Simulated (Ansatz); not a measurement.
**Worked example: correlation energy of BH, singlet**

Geometry: a point of a stretch scan, not a stationary point.

```xyz
2

B     0.0000    0.0000    0.0000
H     0.0000    0.0000    1.7170
```

Basis cc-pVQZ; Ansatz 0.2.0. Only valence electrons are correlated (noble-gas cores frozen), which leaves 4 electrons in 84 orbitals. Prefix R: restricted or restricted open-shell reference.

Full CI is exact within this basis and frozen core; it isn't the basis-set limit.

Runs differ by some tens of microhartree through their thresholds, so steps under 0.03 kcal/mol mean nothing.

```
    level  total energy (hartree)
      RHF              -25.084981
     RMP2              -25.165932
    RCCSD              -25.193539
 RCCSD(T)              -25.196415
   RCCSDT              -25.196955
RCCSDT(Q)              -25.197047
  full CI              -25.197055
```

Question: What is the correlation energy at full CI, and what share of it do RMP2 and RCCSDT recover?

Answer: E(corr) = -25.197055 − (-25.084981) = -0.112074 hartree = -3.050 eV. RMP2: -0.080951 / -0.112074 = 72.23 %. RCCSDT: -0.111974 / -0.112074 = 99.91 %.

Question: By how many kcal/mol does RCCSD(T) miss full CI (1 hartree = 627.509 kcal/mol), and which steps make up the rest?

Answer: -25.196415 − (-25.197055) = 0.000640 hartree = 0.40 kcal/mol. Steps: RCCSDT − RCCSD(T) = -0.34, RCCSDT(Q) − RCCSDT = -0.06, full CI − RCCSDT(Q) = -0.01 kcal/mol. That is within 1 kcal/mol of the reference in this basis, which itself misses far more of the correlation at the basis-set limit.
